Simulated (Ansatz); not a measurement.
Z-matrix (Å, degrees):
```
C
C 1 1.3340
H 2 1.0815 1 121.75
H 2 1.0839 3 116.95 1 180.00
H 1 1.0866 2 119.49 3 0.00
C 1 1.4517 5 116.30 2 180.00
C 6 1.3340 1 124.21 5 0.00
H 7 1.0815 6 121.75 1 -180.00
H 7 1.0839 8 116.95 6 -180.00
H 6 1.0866 7 119.49 8 0.00
```
Charge +1, spin multiplicity 2.

Computed with frozen-core CCSD(T)/def2-TZVPP // B3LYP-D3(BJ)/def2-TZVP in Ansatz (an electronic-structure program). The geometry is that of the parent before the electron was removed.

```yaml
HF energy: -154.70432 Ha
MP2 correlation energy: -0.58246 Ha
```

**Question.** Estimate the CCSD correlation energy, the (T) correction, the total energy and the T1 diagnostic.

**Answer.** 
| Quantity | Value |
|---|---|
| CCSD correlation energy | -0.62949 Ha |
| (T) correction | -0.02716 Ha |
| CCSD(T) total energy | -155.36098 Ha |
| T1 diagnostic | 0.023 |
